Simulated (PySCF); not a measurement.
HCl, optimised at PBE/def2-SVP:

```xyz
2

Cl     0.0050    -0.4778     0.4377
H     -0.0050     0.4778    -0.4377
```

Method: PySCF energies (xtb for GFN2) plus ideal-gas RRHO corrections (1 bar). 6-31G* has spherical d functions here. All species are closed-shell singlets. B3LYP is the form with VWN-RPA correlation.

**Question.** List the harmonic frequencies (cm⁻¹, unscaled) at this level and at the other levels, each on its own geometry.

**Answer.** 
- PBE/def2-SVP: 2910
- B3LYP/6-31G*: 2936
- GFN2-xTB: 2513
- HF/6-31G*: 3178
- PBE0/def2-TZVP: 2996
